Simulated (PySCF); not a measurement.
One ligand Y is varied and pulled off as a radical: Cd(F)1–Y. Gas-phase values, no solvent. One relaxed conformer stands for each flexible species; it need not be the lowest. Multiplicities are imposed; where one is given, others were not computed. Strings in code marks are SMILES.

Quantity: electronic energy of homolysis of the metal–ligand bond (relaxed doublet parts, no counterpoise, zero-point or spin–orbit term), in kcal/mol. HF references are unrestricted for open shells and restricted for singlets.

Level 1: B3LYP/6-31G* (LANL2DZ on Cd) // BP86-D3(BJ)/def2-SVP (PySCF)
Level 2: BP86/6-31G* (LANL2DZ on Cd) // BP86-D3(BJ)/def2-SVP (PySCF)
Level 3: PBE/6-31G* (LANL2DZ on Cd) // BP86-D3(BJ)/def2-SVP (PySCF)
Level 4: HF/6-31G* (LANL2DZ on Cd) // BP86-D3(BJ)/def2-SVP (PySCF)

```json
[
 {"species": "Br: [Cd(F)(Br)]", "level 1": "77.6", "level 2": "79.4", "level 3": "80.8", "level 4": "61.4"},
 {"species": "F: [Cd(F)2]", "level 1": "98.9", "level 2": "103.8", "level 3": "105.6", "level 4": "60.8"},
 {"species": "Cl: [Cd(F)(Cl)]", "level 1": "83.4", "level 2": "85.6", "level 3": "87.1", "level 4": "65.1"}
]
```
